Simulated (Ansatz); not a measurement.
C$_{2}$H$_{3}$ClFN (`C/N=C(\F)Cl`). Charge 0, multiplicity 1.

```xyz
8

C     0.4060   -0.8775   -0.5475
N    -0.1255   -0.2830    0.6551
C    -0.4565    0.9056    0.6869
F    -0.3780    1.7716   -0.3267
Cl   -1.0931    1.6780    2.0740
H     1.3950   -1.2826   -0.3233
H     0.4818   -0.1908   -1.3941
H    -0.2297   -1.7212   -0.8244
```

Q: List the harmonic frequencies (cm⁻¹, unscaled) at PBE0-D4/def2-TZVP in Ansatz. (Best estimate.)

A: Computed: 100, 223, 249, 392, 488, 645, 801, 1054, 1121, 1127, 1167, 1432, 1486, 1493, 1829, 3047, 3124, 3127.

Q: Is this a minimum?

A: Yes, all 18 modes are real.

Q: Give the ideal-gas thermochemistry at 298.15 K and 1 bar (rigid rotor, harmonic oscillator; point group Cs, symmetry number 1).

A: Zero-point energy 137.0 kJ/mol; H(298) − E = 153.8 kJ/mol; entropy 316.2 J/(mol·K), of which translation 165.7, rotation 110.0, vibration 40.5; G(298) − E = 59.5 kJ/mol. Modes under 100 cm⁻¹ are hindered rotations or soft bends, so the harmonic entropy is rough.

Q: And at 400, 500, 600, 800 and 1000 K?

A: 
| T (K) | H − E (kJ/mol) | S (J/mol/K) | G − E (kJ/mol) |
| --- | --- | --- | --- |
| 400 | 162.7 | 341.8 | 26.0 |
| 500 | 172.8 | 364.3 | -9.3 |
| 600 | 184.1 | 384.7 | -46.8 |
| 800 | 209.2 | 420.8 | -127.4 |
| 1000 | 237.0 | 451.7 | -214.7 |
